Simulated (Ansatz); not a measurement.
We consider chalcopyrite CuGaSe2, described by PBE (Ansatz, a program for electronic structure, plane waves, PAW).

Settings: plane-wave cutoff 520 eV, 8×8×8 k mesh, Fermi–Dirac smearing 0.01 eV, no spin polarisation, scalar-relativistic PAW data made under PBE.

Cell (measured lattice):

CuGaSe2 is taken in the tetragonal space group I-42d (No. 122), the chalcopyrite structure, Pearson symbol tI16. Lattice parameters: a = 5.619 Å, b = 5.619 Å, c = 11.026 Å, α = 90.00°, β = 90.00°, γ = 90.00°. Ga on 4b sees 4 Se at 2.416 Å (tetrahedral). Cu on 4a sees 4 Se at 2.420 Å (tetrahedral). Se on 8d is surrounded by 2 Ga at 2.416 Å and 2 Cu at 2.420 Å (tetrahedral). (Neighbours: up to the widest gap in distance over summed covalent radii, below 1.35, at either atom; cation-cation and far metal-metal contacts left out.)
(The calculation used a cell of 8 atoms; values per cell refer to that cell.)

**Question.** What does this level give for the band gap?

**Answer.** 
band gap: 0.24 eV (direct)

Measured, for comparison: band gap 1.67 eV (temperature not stated, not corrected to a static lattice, direct or pseudo-direct at Γ; as tabulated in Ghosh et al. (2024), arXiv:2401.16805).

Note: cell and atoms aren't relaxed at this level (largest force component 0.39 eV/Å, pressure 2.8 GPa).

Spin–orbit coupling is not included.

The result took about 4 core-minutes (a rough figure).
